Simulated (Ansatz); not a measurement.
in.yaml

```yaml
crystal:
  periodic: [false, false, false]
  atoms:
    - {symbol: Si, position_ang: [0.000000, 0.000000, 0.000000]}
    - {symbol: O, position_ang: [0.000000, 0.000000, 1.713500]}
basis:
  gaussian: {orbitals: STO-3G}
total_charge: 1
magnetization: {spin_polarized: false, initial_magnetization: 5}
correlation: {active_space: {window: {electrons: 5, orbitals: 6}, fixed_orbitals: true}}
```

```sh
$ ansatz run in.yaml --threads 1 --pin off --events-out ev --progress --plain --max-ram 2393MiB
```

(1) Roughly how long does this take on 1 thread of Arm Neoverse V1, shared host, and how much host memory?

```
161 factors; integrals over basis functions are off by at most 2.3e-5 eV
mean field evaluation 1: about -9768.6118 eV, gradient 6.2e0 eV
mean field evaluation 2: about -9768.6445 eV, gradient 6.2e0 eV
mean field evaluation 4: about -9769.1914 eV, gradient 4.6e-1 eV
mean field evaluation 8: about -9769.1946 eV, gradient 2.1e-5 eV
mean field -9769.19463124 eV, -359.0112808999 hartree, gradient 2.4e-6 eV, S^2 8.750000; 0 other end points of the search recorded, 0 dependent functions left out
reference -9769.19463124 eV, -359.0112808999 hartree; 13, 8 occupied and 1, 6 virtual orbitals, 161 factors
state -9769.19463124 eV, -359.0112808999 hartree
Total energy: -9769.19463124 eV, -359.0112808999 hartree
```

## Answers

(1) 0.06 s wall and 0.07 GiB.
